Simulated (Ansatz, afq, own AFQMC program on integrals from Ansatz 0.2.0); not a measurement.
ZrS⁺, quartet: AFQMC among the cluster methods

| atom | x (Å) | y (Å) | z (Å) |
| --- | --- | --- | --- |
| Zr | 0.0000 | 0.0000 | 0.0000 |
| S | 0.0000 | 0.0000 | 2.1829 |

Basis def2-SVP with its core potentials. Noble-gas cores (and the filled d shells of Ga–Kr and In–Xe) are frozen. Integrals, coupled cluster, full CI and functionals: Ansatz 0.2.0; the random walks run on the same integrals in our own AFQMC program. The CISD trial takes its coefficients from CCSD amplitudes. Released means that phaseless walkers are propagated on without the constraint, phases kept. Error bars are statistical, one sigma. No spin–orbit coupling. The metal's outer-core s and p shells are frozen, which shifts wave-function levels against functionals.

Determinant: UHF, the one that the program's search chose, which needn't be the lowest solution. The geometry is a PBE0/def2-TZVP stationary point of this or a neighbouring charge and spin state.

No full CI on the walks' own integrals is used here; CCSDT(Q) serves as the reference and is uncertain by about the last step of the cluster series.

Cautions: no spin-orbit coupling; outer-core shells of the metal frozen; another spin lies lower (by 2.16 eV).

- T1 diagnostic: 0.0281
- weight of the determinant in the CISD state: 0.901
- ⟨S²⟩ of the determinant: 3.763
- size of the correlated space: 9 electrons in 40 orbitals

```tsv
level	correlation energy (eV)
MP2	-3.7409
CCSD	-4.2949
CCSD(T)	-4.4803
```

Estimate where AFQMC with the constraint released lies against CCSD(T) on the same integrals.

1.21 ± 0.20 mEh below CCSD(T).

Reference: CCSDT(Q), correlation energy -4.524 eV. The released energy is read at 4.20 1/Eh (meV from the phaseless value at times in 1/Eh: -9.9 ± 2.5 at 0.60, -13 ± 5 at 1.20, -16 ± 4 at 2.00, -21 ± 4 at 3.00, -17 ± 5 at 4.20).

| level | E − E(reference) (mEh) | share of correlation (%) |
| --- | --- | --- |
| CCSD(T) | 1.62 | 99.02 |
| CCSDT | 0.50 | 99.70 |
| ph-AFQMC/CISD | 1.04 ± 0.15 | 99.37 |
| released AFQMC | 0.41 ± 0.20 | 99.75 |

A walk keeps the symmetry of its determinant, which the program's search chose and which needn't be the lowest solution, so a lower state of the same spin and another symmetry isn't excluded. Released energies are given only where the last usable release times agree within the noise; a slower fall can still hide under it.
